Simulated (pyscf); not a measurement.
Structures and frequencies: ωB97X-D3(BJ)/def2-SVP in PySCF.

Estimate the classical barrier height and the reaction energy of H₃C–BH–Cl + H₂ → H₂B–Cl + CH₄ at ωB97M-D3(BJ)/def2-TZVP. The step runs on the singlet surface, breaks B–C, H–H and forms B–H, C–H; take the separated reactants as zero.

ΔE‡ = 1.13 eV, ΔE = -0.12 eV. Zero-point energy shifts the barrier by +0.23 eV. It is a four-centre exchange, with an imaginary mode of 1168i cm⁻¹. At the saddle there is also a short B–H contact that neither side keeps. One saddle was located; it need not be the lowest between these sides.
